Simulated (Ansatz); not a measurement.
# C₄H₁₀OS: vertical ionisation energy

An exercise on one series of results from a longer session: the logs are not shown, and one member is left open.

Program: Ansatz 0.2.0, Gaussian basis. Level of theory: unrestricted cation, the program's frozen cores in correlated methods. These are calculated values, not measurements.

Levels to be run: UKS PBE-D4/def2-TZVPP; UKS r2SCAN-D4/def2-TZVPP; UKS PBE0-D4/def2-TZVPP; UKS B3LYP-D4/def2-TZVPP; UKS wB97X-V/def2-TZVPP; UKS wB97M-V/def2-TZVPP; UKS B2PLYP/def2-TZVPP; UHF-CCSD(T)/def2-TZVPP; UHF-MP2/def2-QZVPP; extrapolation to the limit; then −ε(HOMO) from the neutral's earlier runs with LDA (SPW92), PBE-D4, revPBE-D4, BLYP-D4, r2SCAN-D4, B97M-V, PBE0-D4, B3LYP-D4, r2SCANh-D4, r2SCAN0-D4, HSE06-D4, BHLYP-D4, CAM-B3LYP-D4, LC-ωPBE, ωB97X-V, ωB97M-V.

### The geometry

The geometry comes from an earlier relaxation with PBE0-D4 in a triple-zeta def2 set; it is a stationary point, not always the lowest conformer.

16 atoms, charge 0, spin multiplicity 1.

Atoms are counted from 1 here; the program's logs count them from 0.

Bond lengths: C1–C2 1.513 Å, C1–H7 1.092 Å, C1–H8 1.091 Å, C1–H9 1.092 Å, C2–S3 1.817 Å, C2–H10 1.093 Å, C2–H11 1.094 Å, S3–O4 1.486 Å, S3–C5 1.810 Å, C5–C6 1.515 Å, C5–H12 1.094 Å, C5–H13 1.092 Å, C6–H14 1.092 Å, C6–H15 1.092 Å, C6–H16 1.091 Å. Angles: C2–C1–H7 110.2°, C2–C1–H8 112.2°, C2–C1–H9 109.8°, H7–C1–H8 107.7°, H7–C1–H9 108.4°, H8–C1–H9 108.4°, C1–C2–S3 113.8°, C1–C2–H10 110.9°, C1–C2–H11 113.6°, S3–C2–H10 103.3°, S3–C2–H11 106.9°, H10–C2–H11 107.5°, C2–S3–O4 107.0°, C2–S3–C5 98.3°, O4–S3–C5 106.6°, S3–C5–C6 109.2°, S3–C5–H12 106.9°, S3–C5–H13 107.7° and more.

The first run:

The input, in.yaml:

```yaml
crystal:
  periodic: [false, false, false]
  atoms:
    - {symbol: C, position_ang: [-0.122164, 0.240064, 2.156004]}
    - {symbol: C, position_ang: [0.469310, -0.916395, 1.379709]}
    - {symbol: S, position_ang: [-0.260033, -1.142053, -0.269004]}
    - {symbol: O, position_ang: [-1.728635, -0.973226, -0.120253]}
    - {symbol: C, position_ang: [0.360672, 0.373289, -1.040046]}
    - {symbol: C, position_ang: [-0.192772, 0.480613, -2.446220]}
    - {symbol: H, position_ang: [0.152450, 0.165699, 3.210122]}
    - {symbol: H, position_ang: [0.229431, 1.205671, 1.789865]}
    - {symbol: H, position_ang: [-1.211159, 0.218010, 2.081141]}
    - {symbol: H, position_ang: [0.263190, -1.866972, 1.878474]}
    - {symbol: H, position_ang: [1.552117, -0.844289, 1.242046]}
    - {symbol: H, position_ang: [1.453120, 0.311640, -1.029800]}
    - {symbol: H, position_ang: [0.041190, 1.215708, -0.422812]}
    - {symbol: H, position_ang: [0.137192, 1.409091, -2.916240]}
    - {symbol: H, position_ang: [0.139843, -0.352972, -3.069090]}
    - {symbol: H, position_ang: [-1.283752, 0.476124, -2.423897]}
basis:
  gaussian: {orbitals: def2-TZVPP}
total_charge: 1
magnetization: {spin_polarized: true, initial_magnetization: 1}
hamiltonian: {xc: pbe, dispersion: d4}
```

Started as:

```sh
> ansatz run in.yaml --threads 2 --pin off --events-out ev --progress --plain --max-ram 32768MiB --backend cuda --devices 0, --max-vram 18GiB
```

Steps of the session up to this table: Cation, UKS PBE-D4/def2-TZVPP; Cation, UKS r2SCAN-D4/def2-TZVPP; Cation, UKS PBE0-D4/def2-TZVPP; Cation, UKS B3LYP-D4/def2-TZVPP; Cation, UKS wB97X-V/def2-TZVPP; Cation, UKS wB97M-V/def2-TZVPP; Cation, UKS B2PLYP (frozen core)/def2-TZVPP; Cation, UHF-CCSD(T)/def2-TZVPP; Cation, UHF-MP2/def2-QZVPP.

One of the session's tables, all rows but one given; the rest of the session is left out.

It belongs to the step «Ionisation energies side by side». Orbital estimates, from the neutral's runs:

| functional | −ε(HOMO) (eV) |
| --- | --- |
| LDA (SPW92) | 5.33 |
| PBE-D4 | 5.16 |
| revPBE-D4 | 5.09 |
| BLYP-D4 | 5.06 |
| r2SCAN-D4 | 5.39 |
| B97M-V | 5.52 |
| PBE0-D4 | 6.50 |
| B3LYP-D4 | 6.29 |
| r2SCANh-D4 | 5.90 |
| r2SCAN0-D4 | 6.67 |
| HSE06-D4 | ? |
| BHLYP-D4 | 7.79 |
| CAM-B3LYP-D4 | 7.88 |
| LC-ωPBE | 9.16 |
| ωB97X-V | 8.86 |
| ωB97M-V | 8.79 |

Estimate the missing values for HSE06-D4.

As computed: −ε(HOMO) (eV): 6.10. In the column «−ε(HOMO) (eV)» it lies between r2SCANh-D4 (5.90) and B3LYP-D4 (6.29).
